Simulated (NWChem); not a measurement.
Molecule: fluorine (F$_{2}$); SMILES FF

Results from NWChem. Structure relaxed at the PBE0/def2-SVP level.

Task: Taking PBE0/def2-QZVP as the yardstick, which of these has the fewest basis functions while keeping “highest occupied level (eV)” within 0.1 eV of it: PBE0/def2-TZVPP; PBE0/pcseg-2; PBE0/pcseg-1; PBE0/aug-pcseg-1; PBE0/3-21G?

Result: PBE0/pcseg-1 (a larger set in the list lies outside the tolerance).
```tsv
level	basis functions	highest occupied level (eV)
PBE0/3-21G	18	-10.32
PBE0/pcseg-1	28	-11.61
PBE0/aug-pcseg-1	46	-11.80
PBE0/pcseg-2	60	-11.66
PBE0/def2-TZVPP	62	-11.59
PBE0/def2-QZVP	114	-11.62
```

The yardstick is one finite set, not the basis-set limit.
